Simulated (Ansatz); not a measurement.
# B2H2 (triplet): from Hartree-Fock to the top rungs, def2-TZVPP

The task here is to estimate one member of a computed series from the others.

Method: def2-TZVPP, core rule «outside noble gas», up to 2 orbitals frozen; program: Ansatz 0.2.0, Gaussian basis.

Plan: UHF; ROHF; CCSD(T) on UHF.

2 further runs of the same task are left out: 2 set aside as unsound or not needed.

## The system

The geometry is a PBE0/def2-TZVP stationary point (not a proven minimum).

4 atoms, charge 0, spin multiplicity 3.

Atoms are counted from 1 here; the program's logs count them from 0.

Bond lengths: B1–B2 1.585 Å, B1–H3 1.197 Å, B1–H4 1.197 Å. Angles: B2–B1–H3 118.9°, B2–B1–H4 118.9°, H3–B1–H4 122.2°.

Set-up of the first run:

Contents of in.yaml:

```yaml
crystal:
  periodic: [false, false, false]
  atoms:
    - {symbol: B, position_ang: [0.000000, 0.000000, 0.675628]}
    - {symbol: B, position_ang: [0.000000, 0.000000, -0.909454]}
    - {symbol: H, position_ang: [0.000000, 1.047868, 1.253990]}
    - {symbol: H, position_ang: [0.000000, -1.047868, 1.253990]}
basis:
  gaussian: {orbitals: def2-TZVPP}
magnetization: {spin_polarized: true, initial_magnetization: 2}
hamiltonian: {xc: hf}
output: {orbitals: {seedname: orbitals}}
```

Run with:

```console
$ ansatz run in.yaml --threads 1 --pin off --events-out ev --progress --plain --max-ram 4096MiB --backend cpu
```

Steps of the session up to this table: UHF; ROHF; CCSD(T) on UHF.

One table of the session follows, with a row left open; its other results are not shown here.

It belongs to the step «Misses and costs». 

| method | from UCCSD(T) (meV) |
| --- | --- |
| ROHF | +5092.2 |
| UHF | ? |
| UMP2 | +997.9 |
| UCCSD | +181.2 |
| UCCSD(T) | 0 |

Estimate the missing values for UHF.

As computed: from UCCSD(T) (meV): +5036.9. In the column «from UCCSD(T) (meV)» it lies between UMP2 (+997.9) and ROHF (+5092.2).

With the free atoms at the same levels and basis (separate runs), the atomisation energy is 10.688 eV at UCCSD(T), 9.379 eV at ROHF.
